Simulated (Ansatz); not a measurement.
Born–Oppenheimer molecular dynamics of AlH4NaSi (7 atoms, charge 0, multiplicity 1). It starts from a relaxed structure.

Computed with Ansatz, RKS PBE0-D4/STO-3G.

| Item | Value |
| --- | --- |
| ensemble | NVE (velocity Verlet) |
| time step | 0.25 fs |
| steps asked | 250 |
| starting velocities drawn for | 1000 K |
| seed | 285420 |

Frames 5 fs apart, positions in Å, forces in eV/Å.

Velocities at 2.5 fs (Å/ps):

```
Na 5.54 -0.76 -3.06
Si -3.50 4.71 6.07
Al 0.20 -3.04 -4.32
H -15.78 -3.48 30.44
H 18.52 -33.46 -24.09
H 14.93 8.80 5.49
H -51.92 -4.54 4.50
```

```xyz
7
Properties=species:S:1:pos:R:3:forces:R:3 time_fs=2.5 energy_less_start_eV=0.126 T=805
Na -2.948 -0.392 -0.089 -0.29 0.02 0.07
Si -0.643 -0.153 -0.641 -0.21 1.07 0.40
Al 1.005 0.226 0.834 -0.11 -1.10 0.08
H -0.165 -1.287 -1.300 0.50 -1.59 -0.79
H -0.350 0.785 -1.718 -0.08 0.24 0.09
H 1.773 -0.838 1.626 -0.18 0.26 -0.29
H 1.235 1.579 1.339 0.37 1.09 0.44
7
Properties=species:S:1:pos:R:3:forces:R:3 time_fs=7.5 energy_less_start_eV=0.259 T=599
Na -2.923 -0.396 -0.104 -0.87 0.00 0.19
Si -0.660 -0.127 -0.612 1.21 -1.59 -1.82
Al 1.006 0.208 0.814 -0.16 1.49 1.02
H -0.212 -1.449 -1.208 -0.50 0.79 0.47
H -0.274 0.645 -1.809 -0.22 0.17 0.47
H 1.829 -0.766 1.616 0.12 -0.12 -0.11
H 1.022 1.648 1.403 0.43 -0.74 -0.22
7
Properties=species:S:1:pos:R:3:forces:R:3 time_fs=12.5 energy_less_start_eV=0.367 T=433
Na -2.907 -0.399 -0.116 -1.21 0.03 0.27
Si -0.668 -0.112 -0.596 0.87 -1.74 -1.18
Al 1.005 0.201 0.802 -0.13 1.45 1.19
H -0.341 -1.502 -1.053 -0.21 0.59 0.05
H -0.242 0.554 -1.812 -0.04 0.32 -0.10
H 1.908 -0.717 1.576 0.17 -0.24 -0.11
H 0.916 1.603 1.435 0.56 -0.41 -0.11
7
Properties=species:S:1:pos:R:3:forces:R:3 time_fs=17.5 energy_less_start_eV=0.485 T=250
Na -2.903 -0.403 -0.126 -1.28 0.12 0.30
Si -0.669 -0.109 -0.589 0.15 0.46 -0.40
Al 1.004 0.204 0.800 0.64 -0.56 0.80
H -0.509 -1.480 -0.901 0.46 -1.25 -0.79
H -0.225 0.525 -1.823 -0.04 -0.07 -0.09
H 2.014 -0.712 1.501 -0.32 0.09 -0.42
H 0.936 1.505 1.464 0.39 1.20 0.60
7
Properties=species:S:1:pos:R:3:forces:R:3 time_fs=22.5 energy_less_start_eV=0.479 T=259
Na -2.913 -0.405 -0.133 -1.16 0.14 0.25
Si -0.668 -0.107 -0.587 -0.04 -1.85 -1.05
Al 1.007 0.207 0.806 0.60 1.77 1.35
H -0.584 -1.621 -0.898 0.42 1.52 -0.05
H -0.216 0.486 -1.851 -0.04 -0.20 0.14
H 2.067 -0.707 1.344 0.11 -0.35 0.00
H 1.047 1.583 1.578 0.10 -1.02 -0.64
7
Properties=species:S:1:pos:R:3:forces:R:3 time_fs=27.5 energy_less_start_eV=0.308 T=524
Na -2.934 -0.405 -0.137 -0.90 0.19 0.17
Si -0.668 -0.118 -0.593 -0.39 0.08 -0.10
Al 1.017 0.223 0.824 0.91 -0.13 0.11
H -0.554 -1.511 -0.927 0.57 -0.73 -0.20
H -0.213 0.414 -1.860 0.10 0.30 -0.15
H 2.123 -0.764 1.175 -0.27 0.03 0.03
H 1.187 1.502 1.588 -0.02 0.26 0.14
7
Properties=species:S:1:pos:R:3:forces:R:3 time_fs=32.5 energy_less_start_eV=0.255 T=605
Na -2.965 -0.404 -0.140 -0.58 0.15 0.06
Si -0.670 -0.129 -0.601 0.11 -0.43 -0.47
Al 1.034 0.237 0.842 0.69 -0.70 -0.74
H -0.394 -1.514 -0.992 0.21 -0.13 0.24
H -0.195 0.403 -1.884 -0.08 0.42 0.34
H 2.125 -0.820 1.018 -0.29 0.21 0.22
H 1.328 1.467 1.624 -0.07 0.49 0.36
7
Properties=species:S:1:pos:R:3:forces:R:3 time_fs=37.5 energy_less_start_eV=0.328 T=493
Na -3.002 -0.401 -0.142 -0.18 0.11 -0.03
Si -0.672 -0.144 -0.612 0.84 -1.57 -0.15
Al 1.056 0.248 0.854 0.04 1.11 -0.25
H -0.193 -1.552 -1.010 -0.52 1.30 0.43
H -0.192 0.488 -1.844 -0.09 0.29 0.20
H 2.077 -0.843 0.913 0.38 -0.22 0.42
H 1.442 1.512 1.718 -0.48 -1.02 -0.63
7
Properties=species:S:1:pos:R:3:forces:R:3 time_fs=42.5 energy_less_start_eV=0.352 T=457
Na -3.041 -0.397 -0.144 0.28 0.10 -0.10
Si -0.667 -0.169 -0.623 -0.09 1.69 1.54
Al 1.080 0.265 0.863 -0.62 -1.47 -1.56
H -0.071 -1.386 -0.962 0.48 -1.59 -0.86
H -0.210 0.639 -1.756 -0.09 -0.03 -0.01
H 2.088 -0.889 0.901 -0.09 0.40 0.34
H 1.466 1.393 1.716 0.13 0.90 0.65
7
Properties=species:S:1:pos:R:3:forces:R:3 time_fs=47.5 energy_less_start_eV=0.340 T=474
Na -3.076 -0.392 -0.147 0.66 0.05 -0.16
Si -0.661 -0.185 -0.624 1.15 -0.28 0.89
Al 1.098 0.272 0.860 -0.64 -0.33 -0.38
H 0.088 -1.427 -1.062 -0.87 0.91 -0.22
H -0.252 0.780 -1.664 -0.13 -0.38 -0.01
H 2.097 -0.863 0.969 0.13 0.10 0.17
H 1.492 1.407 1.808 -0.30 -0.07 -0.31
7
Properties=species:S:1:pos:R:3:forces:R:3 time_fs=52.5 energy_less_start_eV=0.291 T=550
Na -3.106 -0.386 -0.152 1.00 0.03 -0.18
Si -0.647 -0.201 -0.615 0.46 0.04 0.96
Al 1.111 0.275 0.854 -0.52 0.14 0.35
H 0.089 -1.339 -1.229 -0.55 0.43 -0.07
H -0.322 0.847 -1.581 -0.08 -0.07 -0.25
H 2.132 -0.811 1.078 0.17 -0.12 -0.02
H 1.458 1.432 1.847 -0.49 -0.44 -0.80
7
Properties=species:S:1:pos:R:3:forces:R:3 time_fs=57.5 energy_less_start_eV=0.268 T=585
Na -3.124 -0.381 -0.158 1.26 0.02 -0.17
Si -0.630 -0.215 -0.599 -0.72 1.25 0.87
Al 1.119 0.277 0.848 -0.32 -2.02 -0.85
H -0.016 -1.185 -1.442 0.33 -0.89 -0.38
H -0.416 0.894 -1.542 -0.18 0.08 0.15
H 2.194 -0.772 1.182 -0.32 0.29 -0.23
H 1.323 1.407 1.745 -0.05 1.27 0.61
```

Of the whole run (62 fs, mean temperature of the second half 533 K): The conserved energy stayed within 0.066 meV per atom of its start (net change 0.049 meV per atom), so the integration is sound. The temperature averaged 0.53 of the 1000 K drawn at the start: a run that starts near a minimum puts about half its kinetic energy into the potential. A run of 0.062 ps of so small a system gives no equilibrium averages. Limits of this set-up: minimal basis.

Time of the run: 4 min on 1 thread of Arm Neoverse V2 (shared host), peak memory 0.087 GiB.
